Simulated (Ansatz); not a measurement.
Basis-set series for C4H5ClO (`C=C1OC1(C)Cl`). Charge 0, multiplicity 1. All single points use the PBE0-D4/def2-TZVP geometry.

```xyz
11

C     1.523   -0.021    1.480
C     0.520   -0.373    0.710
O    -0.637   -1.080    0.767
C    -0.257   -0.458   -0.482
C    -1.155    0.620   -0.989
Cl    0.246   -1.593   -1.726
H     1.563   -0.331    2.516
H     2.325    0.576    1.073
H    -0.639    1.207   -1.750
H    -2.049    0.181   -1.436
H    -1.442    1.273   -0.164
```

| functional | basis | functions | energy (Eh) | HOMO (eV) | LUMO (eV) |
| --- | --- | --- | --- | --- | --- |
| PBE0-D4 | def2-SVP | 113 | -690.06488 | -7.24 | 0.29 |
| PBE0-D4 | def2-TZVPP | 267 | -690.48313 | -7.32 | -0.03 |
| ωB97M-V | def2-SVP | 113 | -690.35480 | -9.47 | 2.57 |
| ωB97M-V | def2-TZVPP | 267 | -690.78152 | -9.58 | 2.15 |

(1) Give the rows for def2-QZVPP. (Estimate.)

Answers

(1) The calculation gave: 
```tsv
functional	basis	functions	energy (Eh)	HOMO (eV)	LUMO (eV)
PBE0-D4	def2-QZVPP	505	-690.50898	-7.36	-0.17
ωB97M-V	def2-QZVPP	505	-690.80606	-9.61	1.80
```

Positive LUMOs are unbound and depend on the basis.

Program: Ansatz 0.2.0.
